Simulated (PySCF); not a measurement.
**Ionisation energy of S by level of theory**

S [Ne] 3s2 3p4 (3P) → S⁺ [Ne] 3s2 3p3 (4S), as a difference of total energies. Computed with PySCF 2.14 in Sapporo-DZP-2012 (5s4p2d, 27 functions), with scalar relativity by spin-free X2C-1e. Correlated levels: valence: [Ne] frozen. The calculations carry no spin-orbit coupling.

```json
{"method": "UHF", "ionisation energy (eV)": "9.159", "error (eV)": "-1.177"}
{"method": "PBE", "ionisation energy (eV)": "10.361", "error (eV)": "+0.025"}
{"method": "r2SCAN", "ionisation energy (eV)": "10.317", "error (eV)": "-0.019"}
{"method": "MP2 (valence)", "ionisation energy (eV)": "9.648", "error (eV)": "-0.688"}
{"method": "SCS-MP2 (valence)", "ionisation energy (eV)": "9.667", "error (eV)": "-0.669"}
{"method": "CCSD (valence)", "ionisation energy (eV)": "9.668", "error (eV)": "-0.668"}
{"method": "CCSD(T) (valence)", "ionisation energy (eV)": "9.682", "error (eV)": "-0.654"}
```

Reference: 10.336 eV (measured; NIST levels, between the centres of gravity of the two terms).

Errors of the correlated levels include the incompleteness of this basis and the frozen core.
